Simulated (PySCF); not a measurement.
CH3F.
SMILES: `CF`

Linear response at PBE0/aug-cc-pVTZ (PySCF, frozen core in the response, non-relativistic). Isolated species at its PBE0-D3(BJ)/def2-TZVP geometry, gas phase.

Static isotropic polarisability: 17.11 au (2.54 Å³), principal values 16.7, 16.7, 18.0 au.

What is the polarisability at 1064 nm and at the sodium D line?

17.20 au at 1064 nm (+0.6 %), 17.42 au at 589.3 nm (+1.8 %). The rise at 589.3 nm is 3.33 times that at 1064 nm; a pure ω² law gives 3.26. The lowest singlet lies at 142 nm, shorter than both wavelengths.

What is the isotropic C6 coefficient between two such molecules, C6 = (3/π)∫α(iω)² dω?

147.9 au (Eh·bohr⁶) by a ten-point quadrature over imaginary frequencies, which is 88.4 eV·Å⁶ or 8.52 J·nm⁶/mol.

Which effective excitation energy ω̄ makes London's formula C6 = (3/4)α²ω̄ exact here?

ω̄ = 4·C6/(3α²) = 0.673 Eh = 18.3 eV. A one-pole form α(ω) = α/(1 − ω²/ω̄²) fitted to the 1064 nm value gives 15.8 eV.

How many electrons N does the Slater–Kirkwood formula C6 = (3/4)·√N·α^(3/2) need to give this C6?

N = (4·C6/3)²/α³ = 7.8; the species has 18 electrons in all.

What n − 1 at the D line would an ideal gas of it have at 273.15 K and 1 atm (2.6868 × 10¹⁹ cm⁻³), by n − 1 = 2π·N·α′?

4.36 × 10⁻⁴, a formal value whether or not that pressure can be reached.

How anisotropic is the static polarisability, by Δα² = ½[(α1 − α2)² + (α2 − α3)² + (α3 − α1)²]?

Δα = 1.4 au, or 0.08 of the isotropic value.
